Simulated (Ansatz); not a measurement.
**Al2NH, singlet: from triple and quadruple zeta to the limit**

```xyz
4

Al    0.0000    0.0000   -3.1306
Al    0.0000    0.0000   -0.3812
N     0.0000    0.0000    1.2559
H     0.0000    0.0000    2.2559
```

Connectivity, by distances: Al–Al–NH.

Ansatz 0.2.0, RHF determinant, valence electrons correlated. Energies in eV.

| set | X | functions | Hartree–Fock | MP2 correlation | CCSD(T) correlation | time |
| --- | --- | --- | --- | --- | --- | --- |
| def2-TZVPP | 3 | 129 | -14662.2132 | -9.1529 | -10.2147 | 13 s on 1 thread of Arm Neoverse V1, with other jobs on the host |
| def2-QZVPP | 4 | 227 | -14662.6507 | -9.7917 | -10.7476 | 4 min on 1 thread of Arm Neoverse V1, on a shared host |

Hartree–Fock is taken to follow E(X) = E∞ + A·exp(−7.88·√X), correlation E(X) = E∞ + B·X^−2.97.

Cautions: higher spins were not checked; strong correlation; restricted determinant unstable towards unrestricted.

**Question.** Work out the CCSD(T) energy at the limit, and how far the shortcut misses it that extrapolates MP2 and adds CCSD(T) minus MP2 from the smaller set.

**Answer.** Hartree–Fock: E∞ = E4 + 0.1377·(E4 − E3) = -14662.7109. Correlation: E∞ = E4 + 0.7407·(E4 − E3) = -11.1423 for CCSD(T) and -10.2649 for MP2. The limit is -14673.8533 eV, 0.455 eV below def2-QZVPP. The shortcut gives a correlation energy of -10.2649 + (-1.0618) = -11.3267, 184 meV lower than the direct value.

Past Ne part of the Hartree–Fock step between the two sets comes from the cores, which don't follow the formula, so the 60 meV that it adds to the total can overshoot; that part largely cancels in differences.
